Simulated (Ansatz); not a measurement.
## Property card for Co$_{3}$O$_{4}$

Theory: DFT PBEsol, scalar-relativistic, plane waves, PAW (Ansatz 0.2.0).

Settings: cutoff 420 eV, Γ-centred mesh 8×8×8 on the computed 14-atom cell, Gaussian smearing of 0.01 eV; collinear spin from starting moments 0.13 0.13 0.13 2.31 2.31 0.13 0 0 0 0 0 0 0 0 μB.

The structure is relaxed at this level of theory with its symmetry kept. Whether it is the stable form of this composition wasn't checked.

Symmetry: Fd-3m, No. 227, cubic system. Conventional cell: a = 7.984 Å, b = 7.984 Å, c = 7.984 Å, α = 90.00°, β = 90.00°, γ = 90.00°. Co (site symmetry -3m) has 6 O at 1.90 Å as nearest neighbours. Around Co (site symmetry -43m) lie 4 O at 1.90 Å. Around O (site symmetry 3m) lie 4 Co at 1.90 Å.

- Volume per atom: 9.09 Å³
- Formation energy from the elements' standard states (uncorrected): -1.064 eV/atom
- Kohn–Sham band gap: 0.12 eV, indirect from (0.219, 0.464, 0.130) to Γ
- Löwdin character of the top 1 eV of the valence band: Co 3d 87 %, O 2p 12 %
- Löwdin character of the lowest 1 eV of the conduction band: Co 3d 75 %, O 2p 18 % (semilocal functionals without a Hubbard U place empty 3d levels too low)
- Electron masses at the edge by Cartesian direction of the computed cell, whose vectors are (4.889, -2.823, 0.002), (4.889, 2.823, 0.002), (-3.261, 0.000, 4.608) Å (m_e; degenerate bands sorted by energy; no spin-orbit coupling): x: 1.6, 2.4, 0.99; y: 20, 1.1, 0.90; z: 1.6, 1.5, 1.3
- Hole masses at the edge by Cartesian direction of the computed cell, whose vectors are (4.889, -2.823, 0.002), (4.889, 2.823, 0.002), (-3.261, 0.000, 4.608) Å (m_e; degenerate bands sorted by energy; no spin-orbit coupling): x: 0.84; y: 4.6; z: 1.0
- Total moment: 6.00 μB per cell
- Site moments (μB; atoms counted from 1 over the whole cell): Co (atom 1) 0.12, Co (atom 2) 0.12, Co (atom 3) 0.12, Co (atom 4) 2.10, Co (atom 5) 2.10, Co (atom 6) 0.12, O (atom 7) 0.08, O (atom 8) 0.08, O (atom 9) 0.08, O (atom 10) 0.08, O (atom 11) 0.08, O (atom 12) 0.08, O (atom 13) 0.08, O (atom 14) 0.08

The run saw a state lower than the one given here.

Only this magnetic start was tried.

Cost: 3 runs of about 31 core-minutes in all, on Oxide Virtual Turin-like Processor (Zen 5) (shared hosts).